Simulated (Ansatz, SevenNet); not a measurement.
For zinc-blende AlN (metastable phase), the machine-learned potential SevenNet-0 (trained on PBE and PBE+U data) gives:

```
Property              Result
-------------------  -------
lattice parameter a  4.400 Å
bulk modulus B0      201 GPa
```

Problem. What does Hartree–Fock (PAW; Ansatz, an electronic-structure program) give for the same quantities?

Solution. 
- lattice constant a: 4.360 Å (shrinks by 0.9 %)
- bulk modulus: 230 GPa (grows by 14 %)

Changes are worked out from the printed values.

Unless a cell is named, each level is at its own relaxed cell (SevenNet-0 10.65, Hartree–Fock 10.36 Å³/atom).

Ansatz's density-functional and Hartree–Fock values are scalar-relativistic unless marked +SOC, with PAW data made under PBE.
